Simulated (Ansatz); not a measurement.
Reaction (isomerisation): `C=C(C)C(O)=S` → `C/C(O)=C\C=S`

Gas-phase electronic energies from Ansatz, PBE0-D4/def2-TZVP geometries. CBS: MP2 limit from def2 TZ/QZ plus the TZ coupled-cluster correction, frozen cores. DFT in def2-TZVPP. Each species was taken in one conformer, which may not be the lowest.

(1) Is it downhill or uphill in electronic energy at CCSD(T)/CBS, and by how much? (An estimate is asked.)

(2) What do these levels give: PBE-D4, r2SCAN-D4, ωB97X-V, ωB97M-V, PBE0, HF/def2-TZVPP, MP2/def2-TZVPP, SCS-MP2/def2-TZVPP, HF/def2-QZVPP, SCS-MP2/def2-QZVPP, MP2/CBS(def2), CCSD/CBS(def2)? (An estimate is asked.)

Largest T1 diagnostic among the species: 0.017.

## Answers

(1) Ansatz gave: Uphill: ΔE = +0.41 eV.

(2) Ansatz gave: PBE-D4 0.30, r2SCAN-D4 0.32, ωB97X-V 0.41, ωB97M-V 0.42, PBE0 0.31, HF/def2-TZVPP 0.36, MP2/def2-TZVPP 0.43, SCS-MP2/def2-TZVPP 0.41, HF/def2-QZVPP 0.34, SCS-MP2/def2-QZVPP 0.41, MP2/CBS(def2) 0.43, CCSD/CBS(def2) 0.40 eV.

From PBE to PBE0 (25 % exact exchange), in def2-TZVPP and without D4, ΔE moves by +0.04 eV. In def2-TZVPP, CCSD(T) changes the Hartree–Fock value by +0.05 eV (the triples alone add +0.00 eV) and MP2 by +0.07 eV. The D4 term adds +0.05 eV with B3LYP and +0.02 eV with PBE0; it sums over pairs of atoms, weighted by their polarisabilities, and B3LYP, whose exchange is more repulsive, gets the larger term.

B3LYP here is the variant with VWN-RPA as its local correlation; programs differ in this.
